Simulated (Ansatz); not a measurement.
**Relative stability**

Two relaxed structures of B2H4, singlet (PBE0-D4/def2-TZVP; forces vanish, vibrations not checked).

A:

```
6
angstrom
B -0.2524 -0.7694 -0.0805
B 0.2524 0.7694 0.0806
H -1.2324 -1.1811 0.4775
H 0.3316 -1.5645 -0.7647
H -0.1178 1.6427 -0.6554
H 1.0186 1.1030 0.9425
```

B:

B1  (-0.306, -0.135, 0.163)
B2  (0.716, 0.890, -0.027)
H3  (-1.193, -0.876, 0.380)
H4  (1.468, 1.790, -0.112)
H5  (-0.584, 1.095, -0.312)
H6  (0.243, 0.546, 1.187)
(Å)

Ansatz 0.2.0; basis: def2-TZVPP; cores frozen in the correlated methods. B3LYP uses VWN-RPA correlation.

Question: Which structure is lower at CCSD(T), and by how much? (To be estimated.)

Answer: Computed: B, by 0.83 kcal/mol (electronic energy, against the other); a gap this small isn't resolved in one triple-zeta basis. By their contacts, A is B₂H₄ ([BH2][BH2]) and B is B₂H₄ ([H]1[BH]2[H][BH]12).

Question: Do the other methods give the same order? (A judgement: the text doesn't fix the answer.)

Answer: By the calculation: Not all: B3LYP-D4, HF, CCSD give the other order.

| method | E(B) − E(A) (kcal/mol) |
| --- | --- |
| PBE-D4 | -5.61 |
| r2SCAN-D4 | -3.28 |
| PBE0-D4 | -3.48 |
| B3LYP-D4 | 1.92 |
| wB97M-V | -1.74 |
| HF | 15.81 |
| MP2 | -2.98 |
| CCSD | 1.73 |
| CCSD(T) | -0.83 |

T1 diagnostic: at most 0.012.

Labels in which every atom is bracketed show which atoms are joined, not bond orders.

For scale, one of the runs: CCSD(T)/def2-TZVPP, 118 basis functions, launched by `ansatz run in.yaml --threads 2 --pin off --events-out ev --progress --plain --max-ram 4352MiB`. Hardware: 2 CPU threads of an Arm Neoverse V1, shared host. Wall time about 2.9 s.
